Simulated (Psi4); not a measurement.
# M06-2X/pcseg-0 (sweep point 1) run of SiH3F (SMILES F[SiH3])

Aim: the vertical electron affinity of SiH3F at M06-2X/pcseg-0 (sweep point 1), from 2 runs. 

The results are computed with Psi4 1.11.

## (1) Starting point

SiH3F: 5 atoms, total charge 0, spin state singlet. As SMILES, `F[SiH3]`. Geometry: relaxed at PBE0-D4/def2-TZVP.

Bond lengths: F1–Si2 1.600 Å, Si2–H3 1.482 Å, Si2–H4 1.482 Å, Si2–H5 1.482 Å. Angles: F1–Si2–H3 108.3°, F1–Si2–H4 108.3°, F1–Si2–H5 108.3°, H3–Si2–H4 110.6°, H3–Si2–H5 110.6°, H4–Si2–H5 110.6°.

## (2) A single-point energy at M06-2X/pcseg-0 (sweep point 1)

Input file calc.inp:

```
memory 1600 mb

molecule molecule1 {
  F     -2.40864492     0.30764741     1.62138501
  Si     0.08182514    -0.03647171    -0.05801459
  H     -0.69504127    -0.36396125    -2.72819761
  H      1.45244350    -2.30149745     0.85340032
  H      1.66390385     2.25519916     0.23319220
  units au
  symmetry c1
}

set basis pcseg-0
set puream true
set scf_type pk
set dft_radial_points 99
set dft_spherical_points 590

result = energy('m06-2x')
```

Launch:

```
$ psi4 calc.inp calc.out -n 1
```

calc.out, shortened:

```text
[...]
  Running in c1 symmetry.
[...]
  Nuclear repulsion =   63.042807294126760
[...]
  Multiplicity = 1
[...]
  Nalpha       = 13
  Nbeta        = 13
[...]
    Number of basis functions: 28
[...]
   @RKS iter   1:  -390.41318342314969   -3.80356e-01   9.95155e-03 ADIIS/DIIS
[...]
   @RKS iter   7:  -390.43829038977094   -2.03562e-09   2.23616e-07 DIIS
[...]
    Orbital Energies [Eh]
    ---------------------
    Doubly Occupied:
       1A    -67.042391     2A    -25.220057     3A     -5.538774
       4A     -3.937864     5A     -3.935660     6A     -3.935660
       7A     -1.320618     8A     -0.656472     9A     -0.530910
      10A     -0.530907    11A     -0.526777    12A     -0.413384
      13A     -0.413367
[...]
  @RKS Final Energy:  -390.43829038977094
   => Energetics <=
    Nuclear Repulsion Energy =             63.0428072941267601
    One-Electron Energy =                -666.3907806009128763
    Two-Electron Energy =                 228.3514701292865539
    DFT Exchange-Correlation Energy =     -15.4417872122713788
    Empirical Dispersion Energy =           0.0000000000000000
    VV10 Nonlocal Energy =                  0.0000000000000000
    Total Energy =                       -390.4382903897709411
[...]
 Multipole Moments:
 ------------------------------------------------------------------------------------
     Multipole            Electronic (a.u.)      Nuclear  (a.u.)        Total (a.u.)
 ------------------------------------------------------------------------------------
 L = 1.  Multiply by 2.5417464519 to convert [e a0] to [Debye]
 Dipole X            :         -2.5921188            3.2256518            0.6335330
 Dipole Y            :          0.3583631           -0.4457978           -0.0874347
 Dipole Z            :          1.7482112           -2.1753133           -0.4271021
 Magnitude           :                                                    0.7690416
[...]
```

Wall time 8.4 s (1 thread of Intel Xeon Platinum 8488C (Sapphire Rapids), shared host); peak memory 0.72 GiB.

## (3) The doublet anion at the same level

Input file job.dat:

```
memory 1600 mb

molecule mol {
  -1 2
  F     -2.40864492     0.30764741     1.62138501
  Si     0.08182514    -0.03647171    -0.05801459
  H     -0.69504127    -0.36396125    -2.72819761
  H      1.45244350    -2.30149745     0.85340032
  H      1.66390385     2.25519916     0.23319220
  units bohr
  symmetry c1
}

set {
  reference uks
  puream true
  scf_type pk
  dft_radial_points 99
  dft_spherical_points 590
  maxiter 150
}

energy("m06-2x/pcseg-0")
print_variables()
```

Launch:

```
$ psi4 -n 1 job.dat job.out
```

job.out:

```text
[...]
  Running in c1 symmetry.
[...]
  Nuclear repulsion =   63.042807294126760
[...]
  Multiplicity = 2
[...]
  Nalpha       = 14
  Nbeta        = 13
[...]
    Number of basis functions: 28
[...]
   @UKS iter   1:  -390.27690299691039   -2.44076e-01   1.37300e-02 ADIIS/DIIS
[...]
   @UKS iter   9:  -390.33919855152777   -2.26632e-08   3.73036e-07 DIIS
[...]
   @S^2 Observed:                7.529032911E-01
[...]
    Orbital Energies [Eh]
    ---------------------
    Alpha Occupied:
       1A    -66.763208     2A    -24.948199     3A     -5.252167
       4A     -3.652871     5A     -3.651222     6A     -3.651221
       7A     -1.058956     8A     -0.394754     9A     -0.279034
      10A     -0.270132    11A     -0.270129    12A     -0.157631
      13A     -0.157619    14A      0.154619
    Alpha Virtual:
      15A      0.339137    16A      0.339151    17A      0.355749
      18A      0.468332    19A      0.771225    20A      0.771256
      21A      0.895228    22A      1.006049    23A      1.040023
      24A      1.040059    25A      1.804504    26A      2.189841
[...]
  @UKS Final Energy:  -390.33919855152777
   => Energetics <=
    Nuclear Repulsion Energy =             63.0428072941267601
    One-Electron Energy =                -673.3034219937073885
    Two-Electron Energy =                 235.4965543011033162
    DFT Exchange-Correlation Energy =     -15.5751381530504354
    Empirical Dispersion Energy =           0.0000000000000000
    VV10 Nonlocal Energy =                  0.0000000000000000
    Total Energy =                       -390.3391985515277725
[...]
 Multipole Moments:
 ------------------------------------------------------------------------------------
     Multipole            Electronic (a.u.)      Nuclear  (a.u.)        Total (a.u.)
 ------------------------------------------------------------------------------------
 L = 1.  Multiply by 2.5417464519 to convert [e a0] to [Debye]
 Dipole X            :         -3.6106446            3.2256518           -0.3849928
 Dipole Y            :          0.4990618           -0.4457978            0.0532641
 Dipole Z            :          2.4350350           -2.1753133            0.2597217
 Magnitude           :                                                    0.4674525
[...]
```

Wall time 12 s (1 thread of Intel Xeon Platinum 8488C (Sapphire Rapids), shared host); peak memory 0.72 GiB.

## (4) Summary of results

Level: M06-2X/pcseg-0 (sweep point 1).

```
                                         quantity          value
                      singlet SiH3F: total energy  -390.43829 Eh
                     singlet SiH3F: dipole moment         1.95 D
                       singlet SiH3F: HOMO energy      -11.25 eV
                       singlet SiH3F: LUMO energy        1.25 eV
                     singlet SiH3F: HOMO–LUMO gap       12.50 eV
                      doublet anion: total energy  -390.33920 Eh
doublet anion: HOMO energy (highest over α and β)        4.21 eV
 doublet anion: LUMO energy (lowest over α and β)        8.45 eV
                              doublet anion: ⟨S²⟩          0.753
vertical electron affinity (to the doublet anion)      -2.696 eV
```

What this shows: The anion lies 2.70 eV (260 kJ/mol) above the neutral: the electron isn't bound at this level, and such a value depends on the basis. Without diffuse functions anions come out too high. The HOMO (doublet anion) lies at positive energy, 4.21 eV; only total energies tell whether the electron is bound.
